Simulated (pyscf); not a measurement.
This saddle point was located with ωB97X-D3(BJ)/def2-SVP in PySCF.

```xyz
8

N     -0.6301     0.5583     1.1045
Si    -0.6394    -0.5047    -0.2764
Cl     1.1881    -1.3635    -0.6729
Cl    -1.1592     0.6497    -1.8892
H     -0.3845    -0.2420     2.1964
H      0.1759     1.1920     1.1538
H     -1.6297    -1.5762    -0.0727
H      0.0457    -0.8118     2.7063
```
Charge 0, spin multiplicity 2.

Surface: doublet, charge 0. Lowest wavenumbers (cm⁻¹): 1178i, 98, 179, 186, 272.

### Question
What reaction is this the transition state of?

### Answer
`[NH2][SiH]([Cl])[Cl]` + `[H]` [doublet] ⇌ `[NH][SiH]([Cl])[Cl]` [doublet] + `[H][H]`, a hydrogen abstraction read from left to right: H–N broken and H–H formed. At ωB97M-D3(BJ)/def2-TZVP it lies +17.9 kcal/mol from the left side and +7.2 kcal/mol from the right (each side as separated species at their lowest minima found). The same reactants have a lower exit, to H₂N–Si•(Cl)–Cl + H₂ (barrier +5.1 kcal/mol at ωB97M-D3(BJ), against +17.9 kcal/mol here). •HN–SiH(Cl)–Cl lies 21.5 kcal/mol over its isomer H₂N–Si•(Cl)–Cl, and others may lie lower still (electronic energy, ωB97M-D3(BJ)). This is the saddle that the search found; another between the same sides may lie lower. The angle at the transferred H is 158°.
